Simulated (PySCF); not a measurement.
An unknown shows these calculated signals:

¹H NMR (400 MHz, computed): δ 5.76 (br s, 1H), 5.53 (br s, 1H), 4.76 (m, 1H), 2.89 (m, 1H), 2.67 (m, 1H), 2.58 (m, 1H), 2.24 (m, 1H).

¹³C{¹H} NMR (computed): δ 159.3 (C), 121.0 (CH2), 59.5 (CH), 31.3 (CH2), 27.9 (CH2).

PySCF 2.14 calculation with σ from GIAO-PBE0/pcSseg-1 and coordinates at the GFN2-xTB level; relativity neglected, one conformer, gas phase.

δ = σ(ref) − σ, references computed at the same level: ¹H (σref 31.72), ¹³C (σref 186.93) vs TMS.

**Question.** Which of these does the molecule contain: a C≡C triple bond, a CF3 group, a non-aromatic C=C double bond, an amide?

**Answer.** 
- A C≡C triple bond: no.
- A CF3 group: no.
- A non-aromatic C=C double bond: yes.
- An amide: no.

The data belong to `InChI=1S/C5H7Cl/c1-4-2-3-5(4)6/h5H,1-3H2/t5-/m1/s1`; they needn't prove each group on their own.

Carbon signals by region: 2 in the sp2 and nitrile region (100–160 ppm), 1 at 50–100 ppm, 2 below 50 ppm.

Carbons that carry Cl, above all several Cl atoms, come out too deshielded, partly because spin–orbit coupling is missing. Shifts are as computed. Against solution values, carbons near 30 ppm lie about +3 ppm off and those near 130 ppm about +5 ppm; carbons on Cl a further +6 ppm. Of 1211 compounds with measured shifts, 218 miss one by over three times the rms of a fit or turn the order of signals round; such compounds aren't used in these exercises. No couplings were computed; multiplicities are counted from neighbouring protons, with m where these are inequivalent, close in shift, in a saturated or five-membered ring or joined by F or P, and br s for small geminal =CH2 splittings.
